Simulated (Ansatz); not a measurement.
Total energies of MgCl₂ from Ansatz at PBE-D4/def2-TZVPD, gas phase (1 Eh = 27.2114 eV = 2625.5 kJ/mol). The reference geometry is relaxed at PBE0-D4/def2-TZVP.

Cartesian coordinates in Å:
```
Mg 0.001 0.000 -0.007
Cl -1.047 -1.894 -0.139
Cl 1.046 1.894 0.146
```

| state | geometry | energy (Eh) |
| --- | --- | --- |
| charge 0 singlet | reference | -1120.15869 |
| charge -1 doublet | reference | -1120.17893 |
| free Mg atom (singlet) | – | -199.94298 |
| free Cl atom (doublet) | – | -459.95933 |

(1) Work out the vertical electron affinity, to the doublet.

(2) What is the binding energy per atom against free atoms?

(1) E(charge 0 singlet) − E(charge -1 doublet) = -1120.15869 − (-1120.17893) = 0.02024 Eh = 0.55 eV.

(2) Atoms: 1 × (-199.94298) + 2 × (-459.95933) = -1119.86164 Eh. Binding: -1119.86164 − (-1120.15869) = 0.29705 Eh = 8.08 eV, or 2.69 eV for each of 3 atoms (no zero-point energy, no counterpoise term).

At PBE-D4/def2-TZVPD the highest occupied level of the charge -1 doublet lies above zero (up to 1.39 eV). By energy differences its removal costs 0.55 eV (vertical, to the charge 0 singlet, at PBE-D4/def2-TZVPD); a positive level beside a positive removal energy at the same level points to self-interaction error.
